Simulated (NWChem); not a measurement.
Species: SiH₂, triplet; SMILES of the neutral closed-shell parent [SiH2]

```xyz
3

Si     0.0000     0.0000     0.0955
H      1.2983     0.0000    -0.6682
H     -1.2983     0.0000    -0.6682
```
Atoms are numbered in this order, from 1.

Computed with NWChem. Pople sets run with spherical d functions. Spin-unrestricted. In the optimisation the excess spin sits in a1 and b2 (C2v, its own frame). The geometry was optimised at PBE-D3(BJ)/def2-SVP, spin-unrestricted. This spin state was assumed; another may lie lower. No stability test was run on the SCF state. Total energies compare along this basis series because the functional is fixed.

```csv
level,basis functions,energy (Ha),highest occupied level (eV),"lowest empty minus highest occupied level, either spin (eV)",dipole (D),<S²>
UHF/STO-3G,11,-286.6347,-5.16,11.22,0.88,2.00
UHF/3-21G,17,-288.4805,-8.42,9.07,0.41,2.01
UHF/6-31G*,22,-289.9908,-8.31,9.02,0.32,2.00
UHF/6-31+G*,26,-289.9915,-8.33,8.66,0.39,2.00
UHF/6-311G**,38,-290.0155,-8.32,8.91,0.43,2.01
UHF/6-311++G**,44,-290.0157,-8.33,8.65,0.38,2.01
```
